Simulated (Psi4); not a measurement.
This Psi4 input (PBE0/cc-pVDZ) gives -39.74681 Eh with 29 basis functions.

```
memory 1724 MB

molecule {
-1 1
C     0.08837911    0.08579245    0.08813120
H    -0.59583251   -0.58847006    0.64981294
H     0.64811021   -0.59179503   -0.59439216
H    -0.58255235    0.66551036   -0.58420799
}

set {
  basis cc-pvdz
  scf_type df
}

energy('pbe0')
print_variables()
```

Change:
```diff
- basis cc-pvdz
+ basis def2-tzvpd
```

Task: What does the run give now?

Result: -39.78936 Eh (PBE0/def2-TZVPD, 64 functions), a change of -42.55 mEh.
